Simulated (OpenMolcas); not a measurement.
## OpenMolcas input wanted

CH5AlO+: 8 atoms, total charge +1, spin state doublet. As SMILES of the parent species, `[CH3][AlH][OH]`. Geometry: relaxed at PBE0-D4/def2-TZVP. This is one conformer, not always the lowest. That shape belongs to the parent species and isn't relaxed for this state.

```tsv
atom	x (Å)	y (Å)	z (Å)
C	-0.7779	0.9822	-0.0709
Al	0.5797	-0.3942	-0.2399
O	0.5446	-1.6764	0.8768
H	-0.3251	1.9545	0.1493
H	-1.4914	0.7554	0.7243
H	-1.3357	1.1050	-1.0048
H	1.7168	-0.3945	-1.3502
H	1.1812	-2.3891	0.8595
```

Settings wanted:

```
method                    : DFT
reference                 : UKS
integral approximation    : none
basis set                 : aug-cc-pVDZ
task                      : energy
functional                : BHLYP
nucleus                   : point
integration grid          : UltraFine
SCF convergence threshold : 1e-10
```

Problem. Give an OpenMolcas 26.06 job that does this.

Solution. One that was run (others would do as well):

geom.xyz:
```
8

C     -0.777900     0.982200    -0.070900
Al     0.579700    -0.394200    -0.239900
O      0.544600    -1.676400     0.876800
H     -0.325100     1.954500     0.149300
H     -1.491400     0.755400     0.724300
H     -1.335700     1.105000    -1.004800
H      1.716800    -0.394500    -1.350200
H      1.181200    -2.389100     0.859500
```

run.inp:
```
* CH5AlO Kohn-Sham DFT

&GATEWAY
 BasLib
 $CurrDir
 Coord
 geom.xyz
 Basis
 aug-cc-pVDZ
 Group
 NoSym

&SEWARD
 GridInput
 Grid=UltraFine
 End of Grid

&SCF
 UHF
 Charge
 1
 Spin
 2
 KSDFT
 HYB_GGA_XC_BHANDHLYP
 Thresholds
 1e-10 1e-07 1e-07 1e-05
 PrOrbitals
 1 2
```

```bash
$ export MOLCAS_MEM=1860
$ pymolcas run.inp > run.log
```

(Basis files named in the input come from the Basis Set Exchange and aren't shown.)

Calculated total energy: -358.38781 Eh.
